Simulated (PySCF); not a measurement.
Metal–ligand bonds in Zn(F)1–Y. All species are isolated molecules in the gas phase. One relaxed conformer stands for each flexible species; it need not be the lowest. Multiplicities are imposed; where one is given, others were not computed. Strings in code marks are SMILES.

Computed with PBE-D3(BJ)/def2-TZVP // PBE-D3(BJ)/def2-SVP (PySCF 2.14.0). 

```json
[
 {"species": "free radical OH (`[OH]`)", "highest occupied spin orbital (eV)": "(withheld)", "dipole moment (D)": "1.73"},
 {"species": "free radical NH2 (`[NH2]`)", "highest occupied spin orbital (eV)": "-7.20", "dipole moment (D)": "1.92"},
 {"species": "free radical CH3 (`[CH3]`)", "highest occupied spin orbital (eV)": "-5.38", "dipole moment (D)": "0.00"},
 {"species": "free radical OCH3", "highest occupied spin orbital (eV)": "-5.97", "dipole moment (D)": "2.10"},
 {"species": "free radical N(CH3)2 (`C[N]C`)", "highest occupied spin orbital (eV)": "(withheld)", "dipole moment (D)": "1.70"},
 {"species": "free radical SH", "highest occupied spin orbital (eV)": "-6.12", "dipole moment (D)": "(withheld)"}
]
```

### Question
What belongs in the gaps?

### Answer

- free radical OH (`[OH]`), highest occupied spin orbital (eV): -7.14
- free radical N(CH3)2 (`C[N]C`), highest occupied spin orbital (eV): -5.55
- free radical SH, dipole moment (D): 0.87
